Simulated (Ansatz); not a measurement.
## C2H4N2OS, SMILES NC(=S)NC=O: a ranking of conformers, step by step

Program: Ansatz's Python interface.

Typed at the interpreter:
```pycon
>>> import ansatz as az
>>> from rdkit import Chem
>>> from rdkit.Chem import AllChem
>>> rd = Chem.AddHs(Chem.MolFromSmiles("NC(=S)NC=O"))
>>> ids = list(AllChem.EmbedMultipleConfs(rd, numConfs=20, randomSeed=584, pruneRmsThresh=0.4))
>>> field = [energy for _, energy in AllChem.MMFFOptimizeMoleculeConfs(rd)]
>>> distinct = {round(e, 2): i for i, e in zip(ids, field)}
>>> chosen = sorted(distinct.items())[:5]
>>> found = []
>>> for force_field, index in chosen:
...     molecule = az.Crystal.molecule()
...     for atom, xyz in zip(rd.GetAtoms(), rd.GetConformer(index).GetPositions()):
...         molecule = molecule.atom(atom.GetSymbol(), xyz.round(5).tolist())
...     calculation = molecule.calculation()
...     calculation = calculation.basis(gaussian="cc-pVDZ")
...     calculation = calculation.functional("b3lyp", dispersion="d3bj")
...     found.append(calculation.run(threads=1).report["free_energy_ev"])
...
>>> print("conformer   MMFF (kcal/mol)   this level (kJ/mol)")
conformer   MMFF (kcal/mol)   this level (kJ/mol)
>>> for (force_field, index), e in zip(chosen, found):
...     print(f"{index:9d} {force_field - chosen[0][0]:17.2f} {96.485332 * (e - min(found)):17.3f}")
...
        1              0.00             0.000
        0             12.30            63.276
```

The conformers keep their force-field geometries. b3lyp holds the VWN-RPA fit, as in Gaussian; the form of ORCA and Turbomole is b3lyp5. The whole script took 9.7 s on 1 thread of Arm Neoverse V2, with other jobs on the host, peak memory 0.34 GiB.
